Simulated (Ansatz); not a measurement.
From input file to script: C5H7N, SMILES CC1(C#N)CC1 in Ansatz 0.2.0.

```yaml
crystal:
  periodic: [false, false, false]
  atoms:
    - { symbol: C, position_ang: [1.4382, -0.1268, 0.3877] }
    - { symbol: C, position_ang: [0.0673, 0.2972, -0.0612] }
    - { symbol: C, position_ang: [-0.0413, 1.6835, -0.4509] }
    - { symbol: "N", position_ang: [-0.1304, 2.7968, -0.7643] }
    - { symbol: C, position_ang: [-0.7849, -0.7126, -0.8047] }
    - { symbol: C, position_ang: [-1.1332, -0.3427, 0.6082] }
    - { symbol: H, position_ang: [1.7574, 0.4584, 1.2571] }
    - { symbol: H, position_ang: [2.1694, 0.0207, -0.4146] }
    - { symbol: H, position_ang: [1.4658, -1.1848, 0.6714] }
    - { symbol: H, position_ang: [-1.4406, -0.3624, -1.5959] }
    - { symbol: H, position_ang: [-0.38, -1.7023, -0.9858] }
    - { symbol: H, position_ang: [-0.964, -1.082, 1.3835] }
    - { symbol: H, position_ang: [-2.0236, 0.2569, 0.7696] }
basis:
  gaussian:
    orbitals: def2-SVP
hamiltonian:
  xc: pbe0
```

At the Python prompt:
```pycon
>>> import ansatz as az
>>> BASIS_SET = "def2-SVP"
>>> FUNCTIONAL = "pbe0"
>>> GEOMETRY = """
... C     1.43820   -0.12680    0.38770
... C     0.06730    0.29720   -0.06120
... C    -0.04130    1.68350   -0.45090
... N    -0.13040    2.79680   -0.76430
... C    -0.78490   -0.71260   -0.80470
... C    -1.13320   -0.34270    0.60820
... H     1.75740    0.45840    1.25710
... H     2.16940    0.02070   -0.41460
... H     1.46580   -1.18480    0.67140
... H    -1.44060   -0.36240   -1.59590
... H    -0.38000   -1.70230   -0.98580
... H    -0.96400   -1.08200    1.38350
... H    -2.02360    0.25690    0.76960
... """
>>> c5h7n = az.Crystal.molecule()
>>> for line in GEOMETRY.strip().splitlines():
...     symbol, *xyz = line.split()
...     c5h7n = c5h7n.atom(symbol, [float(v) for v in xyz])
...
>>> calculation = c5h7n.calculation().basis(gaussian=BASIS_SET).functional(FUNCTIONAL)
>>> rep = calculation.session().plan(threads=1).execute().report
>>> for key in ("converged", "free_energy_ev", "reference_energy_ev", "n_frozen", "n_occupied", "n_virtual"):
...     print(f"{key:22s} {rep[key]}")
...
converged              True
free_energy_ev         -6774.887346446853
reference_energy_ev    -6774.887346446853
n_frozen               0
n_occupied             [22, 22]
n_virtual              [97, 97]
>>> field = rep["mean_field"]
>>> print("<S^2> =", round(abs(field["state"]["spin_squared"]), 4), " all-electron relativity setting:", field["relativity"])
<S^2> = 0.0  all-electron relativity setting: none
>>> print("passes:", field["passes"])
passes: {'evaluations': 14, 'products': 12}
>>> if "symmetry" in field:
...     print("occupied orbitals by irrep:", field["symmetry"]["occupied"])
...
occupied orbitals by irrep: [{'A': 22}, {'A': 22}]
```

Caveats:
- Total energies depend on the basis set; only differences at equal settings carry meaning.
- The geometry is a force-field or estimated start, not a minimum of this method, and the basis set is short of its limit.
- Wall time of the script: 3.8 s on 1 thread of Arm Neoverse V2 (shared host), peak memory 0.28 GiB.

(Lines on the test bed's own set-up are left out of the output.)
